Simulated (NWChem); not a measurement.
# BNH3O (SMILES N[B]O) at U-wB97X/6-31G(d) (spherical functions)

What is the vertical ionisation energy of BNH3O at U-wB97X/6-31G* (spherical functions)? 

The calculation is run with NWChem 7.3.0.

**1. Starting point**

BNH3O has 6 atoms, charge 0, and is taken as a doublet. As SMILES, `N[B]O`. The coordinates come from a PBE0-D4/def2-TZVP relaxation. This is one conformer, not always the lowest.

Bond lengths: N1–B2 1.390 Å, B2–O3 1.359 Å, N1–H4 1.002 Å, N1–H5 1.010 Å, O3–H6 0.958 Å. Angles: N1–B2–O3 122.6°, B2–N1–H4 122.8°, B2–N1–H5 122.6°, B2–O3–H6 113.3°, H4–N1–H5 114.6°.

**2. A single-point energy at U-wB97X/6-31G(d) (spherical functions)**

Contents of bh3no.nw:

```
start bh3no
memory stack 880 mb heap 220 mb global 1100 mb
charge 0

geometry units angstrom noautosym nocenter noautoz
 N       -0.781300       0.184600      -0.560400
 B        0.032600      -0.490400       0.341500
 O        1.270200      -0.047100       0.684600
 H       -1.694900      -0.139800      -0.815500
 H       -0.498900       1.042700      -1.012000
 H        1.714300      -0.614000       1.315700
end

basis spherical bse
 * library 6-31G*
end

dft
 xc wb97x
 mult 2
 grid coarse
 convergence energy 1e-08
 maxiter 100
 mulliken
 noprint "final vectors analysis"
end

task dft energy
```

Command:

```sh
$ nwchem bh3no.nw > bh3no.out
```

Standard output:

```text
[...]
          Wavefunction type:  spin polarized.
          No. of atoms     :     6
          No. of electrons :    23
[...]
          Charge           :     0
          Spin multiplicity:     2
[...]
          AO basis - number of functions:    48
[...]
              XC Information
              --------------
                       wb97x  Method XC Functional
                     Hartree-Fock (Exact) Exchange  1.000
                         wb97x Exchange Functional  1.000
                      wb97x Correlation Functional  1.000
[...]
 d= 0,ls=0.0,diis     1   -156.5193588539 -2.18D+02  1.00D-02  1.36D-01     0.5
[...]
 d= 0,ls=0.0,diis    11   -156.5878632592 -2.12D-09  6.76D-07  3.47D-10     5.3
[...]
         Total DFT energy =     -156.587863259172
      One electron energy =     -334.687934118570
           Coulomb energy =      137.377480409214
    Exchange-Corr. energy =      -20.715874054683
 Nuclear repulsion energy =       61.438464504867
[...]
      Total Density - Mulliken Population Analysis
     ---------------------------------------------
    Atom       Charge   Shell Charges
 -----------   ------   -------------------------------------------------------
    1 N    7     7.75   2.00  0.75  2.57  0.78  1.64  0.02
    2 B    5     4.79   2.00  0.49  1.31  0.47  0.41  0.10
    3 O    8     8.57   2.00  0.90  2.95  0.89  1.81  0.02
    4 H    1     0.66   0.50  0.15
    5 H    1     0.67   0.50  0.17
    6 H    1     0.57   0.47  0.09
[...]
      <S2> =      0.7522 (Exact =     0.7500)
[...]
```

It took 6 s on 1 thread of Intel Xeon 6975P-C (Granite Rapids), shared host; peak memory 0.11 GiB.

**3. The singlet cation at the same level**

Contents of calc.xyz:

```xyz
6
BH3NO energy
N     -0.781300     0.184600    -0.560400
B      0.032600    -0.490400     0.341500
O      1.270200    -0.047100     0.684600
H     -1.694900    -0.139800    -0.815500
H     -0.498900     1.042700    -1.012000
H      1.714300    -0.614000     1.315700
```

Contents of calc.nw:

```
START calc
TITLE "BH3NO energy"
memory 2200 mb
charge 1
GEOMETRY units angstroms noautosym nocenter noautoz
load format xyz calc.xyz
END
BASIS spherical bse
N library 6-31G*
B library 6-31G*
O library 6-31G*
H library 6-31G*
END
DFT
xc wb97x
grid coarse
convergence energy 1e-08
iterations 100
mulliken
print low
END
TASK dft energy
```

Command:

```sh
$ nwchem calc.nw > calc.out
```

Standard output:

```text
[...]
 d= 0,ls=0.0,diis     1   -156.0408465073 -2.17D+02  2.78D-02  2.57D+00     0.5
[...]
 d= 0,ls=0.0,diis    11   -156.3029970423 -8.71D-10  2.87D-07  5.28D-10     4.8
         Total DFT energy =     -156.302997042295
      One electron energy =     -327.946412310680
           Coulomb energy =      130.558621739526
    Exchange-Corr. energy =      -20.353670976008
 Nuclear repulsion energy =       61.438464504867
[...]
      Total Density - Mulliken Population Analysis
     ---------------------------------------------
    Atom       Charge   Shell Charges
 -----------   ------   -------------------------------------------------------
    1 N    7     7.73   2.00  0.75  2.57  0.80  1.59  0.02
    2 B    5     4.23   2.00  0.56  1.21  0.15  0.21  0.11
    3 O    8     8.44   2.00  0.92  2.91  0.89  1.69  0.02
    4 H    1     0.57   0.49  0.09
    5 H    1     0.54   0.47  0.07
    6 H    1     0.49   0.45  0.05
[...]
```

It took 5.4 s on 1 thread of Intel Xeon 6975P-C (Granite Rapids), shared host; peak memory 0.1 GiB.

**4. Summary of results**

Level: U-wB97X/6-31G* (spherical functions).

| quantity | value |
| --- | --- |
| doublet BNH3O: total energy | -156.58786 Eh |
| doublet BNH3O: dipole moment | 0.43 D |
| doublet BNH3O: ⟨S²⟩ | 0.752 |
| singlet cation: total energy | -156.30300 Eh |
| vertical ionisation energy (to the singlet cation) | 7.752 eV |

Removing an electron at fixed nuclei costs 7.75 eV (748 kJ/mol). Only the singlet of the ionised species was computed; a triplet could lie lower.
